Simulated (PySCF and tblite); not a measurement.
Results of a calculation; reference values are marked as such.
C3H8O, numbered as in [CH3:1][CH2:2][CH2:3][OH:4]. The same 5 conformers on PBE0-D3(BJ)/def2-SVP geometries, with only the functional of the single-point energies changed (basis set def2-TZVP, solvent none (gas phase), D3(BJ) where defined; PySCF).

Torsions listed: C1–C2–C3–O4, C2–C3–O4–H4. Of a mirror pair one member is shown.

| conformer | shape | symmetry | dipole D |
| --- | --- | --- | --- |
| 1 | -61°, 175° | C1 (pair) | 1.48 |
| 2 | -62°, 67° | C1 (pair) | 1.66 |
| 3 | -177°, -60° | C1 (pair) | 1.67 |
| 4 | 58°, 62° | C1 (pair) | 1.62 |

Not shown: 1 more, 11.7 % in all.

Energies (kcal/mol) above conformer 1 and its weight at 298.15 K (thermal terms from GFN2-xTB):

| functional | E(2) − E(1) | E(3) − E(1) | E(4) − E(1) | weight of 1 (%) |
| --- | --- | --- | --- | --- |
| PBE0 | -0.09 | -0.06 | -0.10 | 25 |
| wB97X-D | 0.06 | -0.03 | 0.02 | 27 |
| M06-2X | 0.03 | 0.19 | 0.03 | 30 |
| BHandHLYP | 0.12 | 0.11 | 0.09 | 30 |
| CAM-B3LYP | 0.09 | 0.12 | 0.06 | 30 |
| PBE | ? | ? | ? | ? |
| B3LYP | -0.10 | -0.04 | -0.09 | 25 |

What does PBE give?

E(2) − E(1) = -0.29 kcal/mol, E(3) − E(1) = -0.18 kcal/mol, E(4) − E(1) = -0.27 kcal/mol, weight of conformer 1 21 %.

How much does the choice of functional matter?

The widest range is that of E(2) − E(1), which runs from -0.29 (PBE) to 0.12 kcal/mol (BHandHLYP), a spread of 0.41, against RT = 0.59. Some levels give another conformer the largest weight.
